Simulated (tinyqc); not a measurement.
Worked calculation: LCCD on RHF in the sto-3g basis, for LiH, spin multiplicity 1. One step of it, computed by the program tinyqc.

Question. LCCD: starting amplitudes. t_ij^ab = <ij||ab> / (e_i + e_j - e_a - e_b), whose energy is MP2.

orbital energies (hartree): MO1 -2.362416, MO2 -0.246978, MO3 0.072739, MO4 0.161775, MO5 0.161775, MO6 0.422868

Two-electron integrals over orbitals (pq|rs), unique and non-zero (hartree):
```
(11|11) 1.659184    (21|11) -0.099602   (21|21) 0.010413    (22|11) 0.322913
(22|21) 0.003246    (22|22) 0.457919    (31|11) -0.141287   (31|21) 0.010597
(31|22) -0.011946   (31|31) 0.022003    (32|11) 0.024573    (32|21) -0.002635
(32|22) -0.057122   (32|31) -0.000126   (32|32) 0.019302    (33|11) 0.392383
(33|21) -0.009156   (33|22) 0.214321    (33|31) 0.001093    (33|32) 0.013212
(33|33) 0.330906    (41|41) 0.009810    (42|41) 0.007274    (42|42) 0.021501
(43|41) 0.010355    (43|42) 0.020028    (43|43) 0.041351    (44|11) 0.396339
(44|21) -0.003687   (44|22) 0.249648    (44|31) -0.005056   (44|32) 0.011781
(44|33) 0.280277    (44|44) 0.312946    (51|51) 0.009810    (52|51) 0.007274
(52|52) 0.021501    (53|51) 0.010355    (53|52) 0.020028    (53|53) 0.041351
(54|54) 0.016869    (55|11) 0.396339    (55|21) -0.003687   (55|22) 0.249648
(55|31) -0.005056   (55|32) 0.011781    (55|33) 0.280277    (55|44) 0.279207
(55|55) 0.312946    (61|11) 0.068580    (61|21) -0.009338   (61|22) -0.007553
(61|31) -0.004383   (61|32) 0.002633    (61|33) 0.011751    (61|44) 0.001497
(61|55) 0.001497    (61|61) 0.010802    (62|11) -0.074969   (62|21) 0.001906
(62|22) 0.110475    (62|31) 0.003725    (62|32) -0.041991   (62|33) -0.018515
(62|44) -0.033840   (62|55) -0.033840   (62|61) 0.000655    (62|62) 0.129476
(63|11) 0.021771    (63|21) -0.002373   (63|22) -0.056054   (63|31) 0.004038
(63|32) 0.015465    (63|33) 0.036432    (63|44) 0.006750    (63|55) 0.006750
(63|61) 0.004405    (63|62) -0.037586   (63|63) 0.029696    (64|41) -0.005974
(64|42) -0.018770   (64|43) -0.012386   (64|64) 0.019473    (65|51) -0.005974
(65|52) -0.018770   (65|53) -0.012386   (65|65) 0.019473    (66|11) 0.354896
(66|21) 0.001068    (66|22) 0.430031    (66|31) -0.010926   (66|32) -0.048224
(66|33) 0.238860    (66|44) 0.260467    (66|55) 0.260467    (66|61) -0.004949
(66|62) 0.105190    (66|63) -0.046086   (66|66) 0.427253
```

Give: Starting amplitudes; correlation energy.

Answer.

Starting amplitudes (spin orbitals 1a, 1b, ...; amplitudes related by a flip of all spins are not repeated):
```
from      to          t
2a 2b  6a 6b     -0.097
2a 2b  3a 6b      0.042
2a 2b  3a 3b     -0.030
2a 2b  5a 5b     -0.026
2a 2b  4a 4b     -0.026
1a 1b  3a 3b  -4.52e-03
1a 2b  5a 5b  -2.48e-03
1a 2b  4a 4b  -2.48e-03
1a 1b  5a 5b  -1.94e-03
1a 1b  4a 4b  -1.94e-03
1a 1b  6a 6b  -1.94e-03
1a 2b  3a 6b  -1.20e-03
1a 2b  3b 6a   8.48e-04
1a 1b  3a 6b   8.40e-04
1a 2a  3a 6a  -3.52e-04
1a 2b  6a 6b  -1.90e-04
1a 2b  3a 3b   4.56e-05
```

correlation energy = -0.01804 hartree
